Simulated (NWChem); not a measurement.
Atomisation of CH

```xyz
2

C      0.0000     0.0000     0.1620
H      0.0000     0.0000    -0.9722
```
Charge 0, spin multiplicity 2.

Program: NWChem. Structure: optimised with UPBE0/def2-SVP, a minimum by its harmonic frequencies.

Basis set: def2-TZVP. The atomisation energy is electronic alone: no zero-point, thermal, spin-orbit or counterpoise terms. No value is extrapolated to the basis-set limit. Free atoms are single determinants with multiplicities C 3, H 2.

B3LYP has NWChem's definition, with VWN1-RPA local correlation. This spin state was chosen for the runs; another may lie lower. The structure started from a generated list of species. The unpaired electrons of the parent sit in orbitals of symmetry b2 (C2v labels of the run); other states weren't searched. No SCF solution was tested for a lower state.

### Question
Order these methods by the atomisation energy they give, lowest first: LDA (SVWN5), B3LYP, PBE0, BP86.

### Answer
PBE0 (82.6 kcal/mol), B3LYP (85.0 kcal/mol), BP86 (87.6 kcal/mol), LDA (SVWN5) (92.0 kcal/mol)
